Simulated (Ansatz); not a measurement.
**Worked example: correlation energy of CHAlN⁺, triplet**

Geometry: that of the CHAlN, doublet, kept fixed.

```xyz
4

Al    0.0000    0.1053    1.0070
C     0.0000    0.4854   -1.1199
N     0.0000   -0.6969   -0.8328
H     0.0000    1.0823   -2.0381
```

Basis cc-pVDZ; Ansatz 0.2.0. Correlated methods freeze the noble-gas cores, which leaves 12 electrons in 44 orbitals. Prefix R: restricted or restricted open-shell reference; prefix U: unrestricted.

Full CI isn't at hand for all of this; UCCSDT(Q) serves as the reference, and is uncertain by about the last step of the cluster series.

Runs differ by some tens of microhartree through their thresholds and, for an open shell, their frozen cores, so steps under 0.03 kcal/mol mean nothing.

```tsv
level	total energy (hartree)
UHF	-334.489613
UMP2	-334.784077
UCCSD	-334.802519
UCCSD(T)	-334.816871
UCCSDT	-334.817622
UCCSDT(Q)	-334.819173
```

Task: What is the correlation energy at UCCSDT(Q), and what share of it do UMP2 and UCCSDT recover?

Result: E(corr) = -334.819173 − (-334.489613) = -0.329560 hartree = -8.968 eV. UMP2: -0.294464 / -0.329560 = 89.35 %. UCCSDT: -0.328009 / -0.329560 = 99.53 %.

Task: By how many kcal/mol does UCCSD(T) miss UCCSDT(Q) (1 hartree = 627.509 kcal/mol), and which steps make up the rest?

Result: -334.816871 − (-334.819173) = 0.002302 hartree = 1.44 kcal/mol. Steps: UCCSDT − UCCSD(T) = -0.47, UCCSDT(Q) − UCCSDT = -0.97 kcal/mol. Differences between like states or geometries often cancel part of this.
